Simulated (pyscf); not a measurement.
`[OH][GaH2]` → `[O]=[GaH]` + `[H][H]` (elimination; singlet surface; Ga–H, H–O broken, H–H formed). PySCF, gas phase, ωB97X-D3(BJ)/def2-SVP geometries. Energies in kcal/mol from the reactant's lowest minimum found.

```csv
level,barrier,reaction energy
ωB97X-D3(BJ)/def2-TZVP,71.7,+52.9
PBE/def2-TZVP,60.0,+42.5
r²SCAN/def2-TZVP,___,+47.7
B3LYP-D3(BJ)/def2-TZVP,67.3,+47.3
M06-2X/def2-TZVP,___,___
HF/def2-TZVP,89.4,+65.5
```

Problem. Complete the blanks.

Solution. 
- r²SCAN/def2-TZVP, barrier: 65.2
- M06-2X/def2-TZVP, barrier: 72.1
- M06-2X/def2-TZVP, reaction energy: +54.4

The functionals in the table span 12.2 kcal/mol in this barrier, from PBE to M06-2X. At the saddle there is also a short Ga–H contact that neither side keeps. O=GaH lies 48.1 kcal/mol over its isomer HO–Ga [singlet] (electronic energy, ωB97M-D3(BJ)/def2-TZVP). One saddle was located; it need not be the lowest between these sides. Elements up to Kr have no core potential and no relativistic terms here.
